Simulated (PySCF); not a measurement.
Gas-phase reaction: 2 AlHCl2 + 2 H2 ⇌ Al2H6 + 4 Cl

Computed with PySCF and rigid-rotor harmonic-oscillator thermochemistry at 1 bar. † marks an energy on the PBE0/def2-TZVP geometry and frequencies; other levels use their own. Open shells (unrestricted): Cl (multiplicity 2, electronic degeneracy 6); the rest are closed-shell singlets. Spin-orbit splitting is ignored; it lowers the true energy and changes the entropy of Cl. AlHCl2, Al2H6: computed as isolated molecules; such fragments, hydroxides, amides, oligomers or adducts are transient or little studied in the gas. The harmonic model lacks anharmonicity and excited electronic states, which grow with temperature; levels with a mode under 35 cm⁻¹ are left out.

```csv
level,"ΔE electronic, kJ","ΔH°(298 K), kJ","ΔS°(298 K), J/K","ΔG°(1000 K), kJ"
BLYP/def2-TZVP†,1266,1271,110,1162
HF/def2-TZVP†,1023,1028,110,919
M06-2X/def2-TZVP†,1337,1342,110,1233
PBE/def2-SVP,1304,1309,109,1200
PBE/def2-TZVP†,1317,1322,110,1213
PBE0/def2-QZVP†,1294,1299,110,1190
PBE0/def2-TZVP,1293,1299,110,1190
r2SCAN/def2-TZVP†,1324,1330,110,1221
ωB97M-V/def2-TZVP†,1323,1328,110,1219
```
ΔH° is lowest at HF/def2-TZVP† and highest at M06-2X/def2-TZVP†. No reference value is set beside these.
